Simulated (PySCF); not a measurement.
Sound and unsound settings

Molecule: `ClC1CC1`, C3H5Cl; geometry GFN2-xTB.

Bonds (- single, = double, # triple, : aromatic): Cl1-C2 1.758 Å, C2-C3 1.493 Å, C3-C4 1.501 Å, C4-C2 1.494 Å. C2 carries H5; C3 carries H6, H7; C4 carries H8, H9. H7, H9 are cis to Cl1 on the ring; H6, H8 are trans to Cl1 on the ring.

All runs: PySCF 2.14.0 with density-fitted response routines, non-relativistic, gas phase unless a solvent (IEF-PCM) is named; grid level 2, GIAOs and SCF threshold 1e-9 unless changed. The yardstick, PBE0/pcSseg-1, gives these isotropic shieldings σ (ppm, equivalent atoms averaged): Cl1 819.8, C2 153.1, C3/C4 175.5, H5 28.83, H6/H8 30.89, H7/H9 31.02.

Q: What do these inputs give? (1) revPBE/pcSseg-2; conv 1e-15; max_cycle 79; (2) PBE0/STO-3G; level_shift 0.3; (3) TPSS/6-31G*; aux cc-pvdz-ri; max_cycle 77

A: 
```
run    outcome  functions  wall time    Cl1     C2  C3/C4     H5  H6/H8  H7/H9
  1  converged        221       20 s  782.1  145.6  169.6  28.62  30.93  31.06
  2  converged         29     0.79 s  998.4  196.7  219.8  30.79  32.02  31.91
  3    refused          –        3 s      –      –      –      –      –      –
```

Times are on 1 thread of an AMD EPYC 9R45 96-Core, shared host.

Q: Comment on the technical settings and failures.

A: 
- Run 1: The functional and orbital basis differ from the yardstick's, which in itself moves the values. The cycle limit changes the path of the SCF (21 cycles), not the solution, provided the same state is reached.
- Run 2: The orbital basis differs from the yardstick's, which in itself moves the values. The level shift changes the path of the SCF (10 cycles), not the solution, provided the same state is reached. With 29 functions the basis is far too small for magnetic properties.
- Run 3: The program stopped with: NotImplementedError: meta-GGA GIAO

Runs 2, 3 were set up unsoundly or failed; their numbers aren't to be quoted as properties of the molecule.
